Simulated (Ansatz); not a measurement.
Reaction (SMILES): OCl (OH-Cl) + H+ → [OH2+]Cl
B3LYP-D3(BJ)/def2-TZVP geometries, fixed; electronic energies without zero-point terms; positive where energy is released.
Largest species:
```
O
H 1 0.9855
H 1 0.9855 2 111.16
Cl 1 1.7467 2 110.24 3 122.56
```
Charge +1, spin multiplicity 1.

Basis-set convergence of the proton affinity at PBE with Ansatz (a first-principles code). Cartesian d functions, on some or all atoms, in 6-31G**, 6-311G**; all else is spherical. The program fits the integrals of some runs and decomposes those of others, by size. The proton sits at the site shown, which need not be the one that binds it best. No added dispersion term, no relativity. Functions are those of the species that has most. Reference: the value in pcseg-4, 157.72 kcal/mol, itself unsure by roughly 0.09 kcal/mol (its mean distance from aug-pcseg-3, aug-cc-pV(Q+d)Z, cc-pV(5+d)Z).

```
basis            functions  proton affinity (kcal/mol)
---------------  ---------  --------------------------
STO-3G                  16                         ___
3-21G                   26                      167.94
pcseg-0                 26                      160.94
6-31G**                 44                         ___
6-311G**                57                         ___
def2-SVPD               66                         ___
6-311++G(2d,2p)         82                      157.00
def2-TZVPP             101                      158.61
aug-cc-pV(Q+d)Z        261                      157.69
```

**Question.** What belongs in the gaps?

**Answer.** 
- STO-3G, proton affinity (kcal/mol): 197.93
- 6-31G**, proton affinity (kcal/mol): 161.97
- 6-311G**, proton affinity (kcal/mol): 160.71
- def2-SVPD, proton affinity (kcal/mol): 156.48
